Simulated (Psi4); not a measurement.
# U-wB97X-V/cc-pVTZ run of S2 (SMILES S=S)

Aim: the vertical ionisation energy of S2 at U-wB97X-V/cc-pVTZ, from 2 runs. 

The calculation is run with Psi4 1.11.

3 further runs of the same task are left out: 1 that didn't finish, 2 set aside as unsound or not needed.

## (1) The system as given

The species is S2 (2 atoms), meant as a triplet with charge 0. SMILES: `S=S`. The bond length is the measured one.

Bond lengths: S1–S2 1.889 Å.

## (2) The energy at U-wB97X-V/cc-pVTZ

input.in reads:

```
memory 1600 mb

molecule geom {
  0 3
  S      0.000000     0.000000     0.000000
  S      0.000000     0.000000     1.889200
  symmetry c1
}

set basis cc-pVTZ
set reference uks
set puream true
set e_convergence 1e-09
set d_convergence 1e-08
set scf_type pk
set dft_radial_points 99
set dft_spherical_points 590
set maxiter 100

result = energy("wb97x-v")
```

The run is started by

```bash
$ psi4 input.in input.out -n 1
```

input.out, cut to the lines that bear on the results:

```text
[...]
  Running in c1 symmetry.
[...]
  Nuclear repulsion =   71.707265472962106
[...]
  Multiplicity = 3
[...]
  Nalpha       = 17
  Nbeta        = 15
[...]
    Number of basis functions: 68
[...]
   @UKS iter   1:  -796.25766358138583   -3.24300e-01   3.16002e-03 ADIIS/DIIS
[...]
   @UKS iter   9:  -796.27319438500490   -1.13687e-11   5.42371e-09 DIIS
[...]
   @S^2 Observed:                2.013310248E+00
[...]
    Orbital Energies [Eh]
    ---------------------
    Alpha Occupied:
       1A    -88.943255     2A    -88.943247     3A     -8.097494
       4A     -8.097312     5A     -6.051975     6A     -6.051975
       7A     -6.051921     8A     -6.051921     9A     -6.051754
      10A     -6.050950    11A     -0.974068    12A     -0.755786
      13A     -0.500258    14A     -0.489887    15A     -0.489887
      16A     -0.342879    17A     -0.342879
    Alpha Virtual:
      18A      0.083935    19A      0.270274    20A      0.312529
      21A      0.312529    22A      0.327292    23A      0.362288
      24A      0.362289    25A      0.380545    26A      0.388051
[...]
  @UKS Final Energy:  -796.27319438500490
   => Energetics <=
    Nuclear Repulsion Energy =             71.7072654729621064
    One-Electron Energy =               -1241.9960396490814674
    Two-Electron Energy =                 412.5986231592985973
    DFT Exchange-Correlation Energy =     -38.7166741513768429
    Empirical Dispersion Energy =           0.0000000000000000
    VV10 Nonlocal Energy =                  0.1336307831927283
    Total Energy =                       -796.2731943850050129
[...]
 Multipole Moments:
 ------------------------------------------------------------------------------------
     Multipole            Electronic (a.u.)      Nuclear  (a.u.)        Total (a.u.)
 ------------------------------------------------------------------------------------
 L = 1.  Multiply by 2.5417464519 to convert [e a0] to [Debye]
 Dipole X            :         -0.0000000            0.0000000           -0.0000000
 Dipole Y            :         -0.0000000            0.0000000           -0.0000000
 Dipole Z            :         -0.0000000            0.0000000           -0.0000000
 Magnitude           :                                                    0.0000000
[...]
```

It took 46 s on 1 thread of Intel Xeon Platinum 8175M at 2.50GHz (Skylake/Cascade Lake), shared host; peak memory 0.66 GiB.

## (3) The doublet cation, same level

job.py reads:

```python
import psi4

psi4.set_memory(1600000000)
psi4.set_num_threads(1)
psi4.core.set_output_file('output.dat', False)

geom = psi4.geometry("""
1 2
S      0.00000000     0.00000000     0.00000000
S      0.00000000     0.00000000     3.57007059
units bohr
symmetry c1
no_reorient
no_com
""")

options = {'basis': 'cc-pVTZ', 'reference': 'uks', 'puream': True, 'e_convergence': 1e-09, 'd_convergence': 1e-08, 'scf_type': 'pk', 'dft_radial_points': 99, 'dft_spherical_points': 590, 'maxiter': 100}
psi4.set_options(options)

energy_value, wavefunction = psi4.energy("wb97x-v", molecule=geom, return_wfn=True)
print(f'total energy {energy_value:.8f} hartree = {energy_value * 27.211386:.5f} eV')
for k, v in sorted(psi4.core.scalar_variables().items()):
    print(f'{k:45s} {v:18.10f}')
```

The run is started by

```bash
$ python job.py
```

output.dat, cut to the lines that bear on the results:

```text
[...]
  Running in c1 symmetry.
[...]
  Nuclear repulsion =   71.707265597793125
[...]
  Multiplicity = 2
[...]
  Nalpha       = 16
  Nbeta        = 15
[...]
    Number of basis functions: 68
[...]
   @UKS iter   1:  -795.89318912808335    4.01742e-02   2.94173e-03 DIIS/ADIIS
[...]
   @UKS iter   9:  -795.91697869730024   -1.28466e-11   5.01805e-09 DIIS
[...]
   @S^2 Observed:                7.566979611E-01
[...]
    Orbital Energies [Eh]
    ---------------------
    Alpha Occupied:
       1A    -89.275684     2A    -89.275677     3A     -8.423223
       4A     -8.423000     5A     -6.379861     6A     -6.379793
       7A     -6.376021     8A     -6.375849     9A     -6.375797
      10A     -6.375228    11A     -1.264387    12A     -1.031856
      13A     -0.783713    14A     -0.770770    15A     -0.740330
      16A     -0.622621
    Alpha Virtual:
      17A     -0.369848    18A     -0.176566    19A      0.020114
      20A      0.060115    21A      0.063617    22A      0.095361
      23A      0.095843    24A      0.105618    25A      0.141495
[...]
  @UKS Final Energy:  -795.91697869730024
   => Energetics <=
    Nuclear Repulsion Energy =             71.7072655977931248
    One-Electron Energy =               -1231.9903219435232131
    Two-Electron Energy =                 402.7709904761245525
    DFT Exchange-Correlation Energy =     -38.5358224399824252
    Empirical Dispersion Energy =           0.0000000000000000
    VV10 Nonlocal Energy =                  0.1309096122877517
    Total Energy =                       -795.9169786973002374
[...]
 Multipole Moments:
 ------------------------------------------------------------------------------------
     Multipole            Electronic (a.u.)      Nuclear  (a.u.)        Total (a.u.)
 ------------------------------------------------------------------------------------
 L = 1.  Multiply by 2.5417464519 to convert [e a0] to [Debye]
 Dipole X            :          0.0000000            0.0000000            0.0000000
 Dipole Y            :         -0.0000000            0.0000000           -0.0000000
 Dipole Z            :        -55.3360941           57.1211294            1.7850353
 Magnitude           :                                                    1.7850353
[...]
```

On the terminal:

```text
total energy -795.91697870 hartree = -21658.00413 eV
CURRENT ENERGY                                   -795.9169786973
CURRENT REFERENCE ENERGY                         -795.9169786973
DD SOLVATION ENERGY                                 0.0000000000
DFT FUNCTIONAL TOTAL ENERGY                      -795.9169786973
DFT TOTAL ENERGY                                 -795.9169786973
DFT VV10 ENERGY                                     0.1309096123
DFT XC ENERGY                                     -38.5358224400
GRID ELECTRONS ALPHA                               16.0000001171
GRID ELECTRONS BETA                                15.0000001130
GRID ELECTRONS TOTAL                               31.0000002301
NUCLEAR REPULSION ENERGY                           71.7072655978
ONE-ELECTRON ENERGY                             -1231.9903219435
PCM POLARIZATION ENERGY                             0.0000000000
PE ENERGY                                           0.0000000000
SCF ITERATION ENERGY                             -795.9169786973
SCF ITERATIONS                                      9.0000000000
SCF TOTAL ENERGY                                 -795.9169786973
TWO-ELECTRON ENERGY                               402.7709904761
XC GRID RADIAL POINTS                              99.0000000000
XC GRID SPHERICAL POINTS                          590.0000000000
XC GRID TOTAL POINTS                           105808.0000000000
```

It took 44 s on 1 thread of Intel Xeon Platinum 8175M at 2.50GHz (Skylake/Cascade Lake), shared host; peak memory 0.66 GiB.

## (4) Outcome

Level: U-wB97X-V/cc-pVTZ.

```
                                          quantity          value
                          triplet S2: total energy  -796.27319 Eh
                         triplet S2: dipole moment         0.00 D
    triplet S2: HOMO energy (highest over α and β)       -9.33 eV
     triplet S2: LUMO energy (lowest over α and β)       -1.48 eV
                                  triplet S2: ⟨S²⟩          2.013
                      doublet cation: total energy  -795.91698 Eh
doublet cation: HOMO energy (highest over α and β)      -16.94 eV
 doublet cation: LUMO energy (lowest over α and β)      -10.06 eV
                              doublet cation: ⟨S²⟩          0.757
vertical ionisation energy (to the doublet cation)       9.693 eV
```

Removing an electron at fixed nuclei costs 9.69 eV (224 kcal/mol).
